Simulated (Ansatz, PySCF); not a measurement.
This Ansatz (a quantum-chemistry and plane-wave program) input computes a CCSD(T)/cc-pVDZ energy:

Ansatz 0.2 input:
```yaml
crystal:
  periodic: [false, false, false]
  atoms:
    - {symbol: C, position_ang: [-0.00000000, -0.00000000, -0.63123354]}
    - {symbol: N, position_ang: [0.00000000, 0.00000000, 0.54105732]}
basis:
  gaussian:
    orbitals: cc-pVDZ
total_charge: 1
magnetization: {spin_polarized: false}
correlation: {method: ccsd_t, electrons: outside_noble_gas}
```

Task: Write an input for the same energy in PySCF and say what it gives.

Result: 
```python
from pyscf import gto, scf, mp, cc as ccmod

mol = gto.M(
    atom='''
    C    -0.00000000   -0.00000000   -0.63123354
    N     0.00000000    0.00000000    0.54105732
    ''',
    basis='cc-pvdz',
    charge=1,
    spin=0,
    verbose=4,
)

mf = scf.RHF(mol)
mf.conv_tol = 1e-10
mf.max_cycle = 100
mf.kernel()
mp2 = mp.MP2(mf, frozen=2).run()
cc = ccmod.CCSD(mf, frozen=2)
cc.max_cycle = 100
cc.kernel()
et = cc.ccsd_t()
print(f'E(CCSD(T)) = {cc.e_tot + et:.9f}')
```
It gives -91.99833 Eh, and Ansatz -91.99833 Eh, a difference of 0.00 mEh.
